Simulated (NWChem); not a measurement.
Total energies of hydrogen cyanide (CHN)

SMILES: C#N
```xyz
3

C      0.0000     0.0000    -0.5060
N      0.0000     0.0000     0.6613
H      0.0000     0.0000    -1.5931
```
Charge 0, spin multiplicity 1.

Everything below was run with NWChem. The geometry was optimised at PBE/def2-SVP, a minimum by its harmonic frequencies.

Basis set: def2-SVP (33 functions).

| method | total energy (Ha) |
|---|---|
| RHF | -92.79771 |
| MP2 | -93.08646 |
| B2PLYP | -93.26340 |
| PBE | -93.23796 |
| B3LYP | -93.35170 |
| CAM-B3LYP | -93.30281 |
| CCSD(T) | -93.10645 |

Total energies of different functionals aren't comparable as a measure of quality: only differences taken within one method are. 

The correlated methods keep 2 core orbitals frozen. B3LYP has NWChem's definition, with VWN1-RPA local correlation. Coupled-cluster values serve here as a point of comparison, not as the truth.
